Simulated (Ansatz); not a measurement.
**hcp Mg**

The numbers are results of PBEsol (Ansatz, a program for electronic structure, plane waves, PAW), not measurements.

Numerical settings: plane-wave cutoff 500 eV, 5×5×5 k mesh, Fermi–Dirac smearing 0.1 eV, cell of 36 sites, scalar-relativistic PAW data made under PBE.

Cell: relaxed at this level.

- vacancy formation energy before relaxation = 0.90 eV

Note: energies are extrapolated to zero smearing, and mesh and cell size move such values by some hundredths of an eV or more.

Computed values are for the static lattice.

Computing time: roughly 10 core-minutes.
